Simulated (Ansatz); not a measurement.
# PH+ (quartet): from Hartree-Fock to the top rungs, def2-QZVPP

The task here is to estimate one member of a computed series from the others.

The runs use Ansatz 0.2.0, Gaussian basis; def2-QZVPP, core rule «outside noble gas», up to 5 orbitals frozen.

To be run: UHF; ROHF; CCSD(T) on UHF.

## What is computed

The geometry is a PBE0/def2-TZVP stationary point (not a proven minimum) of the parent state, kept for this charge and spin.

2 atoms, charge 1, spin multiplicity 4.

Atoms are counted from 1 here; the program's logs count them from 0.

Bond lengths: P1–H2 1.434 Å.

Set-up of the first run:

Contents of in.yaml:

```yaml
crystal:
  periodic: [false, false, false]
  atoms:
    - {symbol: P, position_ang: [0.000000, 0.000000, 0.000000]}
    - {symbol: H, position_ang: [0.000000, 0.000000, 1.434200]}
basis:
  gaussian: {orbitals: "def2-QZVPP.json"}
total_charge: 1
magnetization: {spin_polarized: true, initial_magnetization: 3}
hamiltonian: {xc: hf}
output: {orbitals: {seedname: orbitals}}
```

Run with:

```console
> ansatz run in.yaml --threads 1 --pin off --events-out ev --progress --plain --max-ram 3968MiB --backend cpu
```

Among the steps run: UHF; ROHF; CCSD(T) on UHF.

One table of the session follows, with a row left open; its other results are not shown here.

| method | from UCCSD(T) (kJ/mol) |
| --- | --- |
| ROHF | ? |
| UHF | +264.3 |
| UMP2 | +59.2 |
| UCCSD | +9.9 |
| UCCSD(T) | 0 |

Q: Estimate the row for ROHF from the others.

As computed: from UCCSD(T) (kJ/mol): +269.2. In the column «from UCCSD(T) (kJ/mol)» it is the highest.
